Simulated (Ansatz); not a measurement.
Basis-set extrapolation for `[SiH3]Cl` (PBE0-D4/def2-TZVP geometry, frozen core, Ansatz 0.2.0). Multiplicity 1, RHF reference.

|  | def2-TZVPP | def2-QZVPP |
| --- | --- | --- |
| HF | -750.248231 | -750.270455 |
| MP2 correlation | -0.320540 | -0.350160 |
| CCSD(T) correlation | -0.371281 | -0.400223 |

Energies in hartree. Use E(X) = E(∞) + A·exp(−7.88·√X) for Hartree–Fock and E(X) = E(∞) + B·X^(−2.97) for correlation, with X = 3 and 4.

Question: What is the CCSD(T) energy at the basis-set limit?

Answer: HF limit: -750.270455 + (-0.022224) × 0.13774 = -750.27352. Correlation limit: -0.400223 + (-0.028942) × 0.74074 = -0.42166. Total: -750.69518 hartree, 198.7 kJ/mol below CCSD(T)/def2-TZVPP.
